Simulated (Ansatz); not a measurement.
System: C$_{3}$H$_{4}$ (charge +1, doublet). 
Coordinates optimised at B3LYP-D3(BJ)/def2-TZVP (Ansatz, a quantum-chemistry and plane-wave program):
```xyz
7

C     -1.2082    -0.1470    -0.1356
C      0.1823     0.0036     0.0292
C      1.4078     0.1586     0.1639
H     -1.4579    -0.9690    -0.8144
H     -1.5649     0.7836    -0.6354
H     -1.7356    -0.1960     0.8228
H      2.4675     0.2901     0.2816
```
Charge +1, spin multiplicity 2.

Parts of the frozen-core correlation energy in cc-pVDZ (Ansatz, hartree). Frozen orbitals: 3; correlated occupied orbitals by spin: 8 and 7; virtual: 51 and 52. UHF or UKS for open shells. No spin-orbit coupling. Non-relativistic.

| term | value |
|---|---|
| reference (HF) | -115.54593 |
| MP2 opposite-spin | -0.26566 |
| MP2 same-spin | -0.08111 |
| CCSD correlation | -0.38562 |
| (T) | -0.01336 |
| T1 diagnostic | 0.019 |
| largest doubles amplitude | 0.098 |
| <S^2> of the reference | 0.761 |
